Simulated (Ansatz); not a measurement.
# Europium, bcc: convergence with Gaussian smearing

Computed with Ansatz, LDA, scalar-relativistic PAW, on the relaxed cell (a = 4.109 Å; ferromagnetic, net 7.16 μB per atom). Errors count from a run at 420 eV on a Γ-centred 14×14×14 mesh with Fermi-Dirac smearing of 0.05 eV, extrapolated to zero width. Fixed here: cutoff 420 eV, mesh 11×11×11.

```tsv
width (eV)	E(σ→0) error (meV/atom)	F error (meV/atom)	P (GPa)	sphere moment (μB)	SCF iterations
0.01	1.3	1.3	-0.01	6.94	21
0.03	1.4	1.0	-0.02	6.92	15
0.1	0.8	-2.4	-0.04	6.92	20
0.2	2.8	-12.5	-0.05	6.92	19
0.3	9.4	-34.8	-0.04	6.93	19
0.6	24.5	-185.5	0.12	6.93	15
1.0	21.5	-561.0	0.49	6.88	16
```
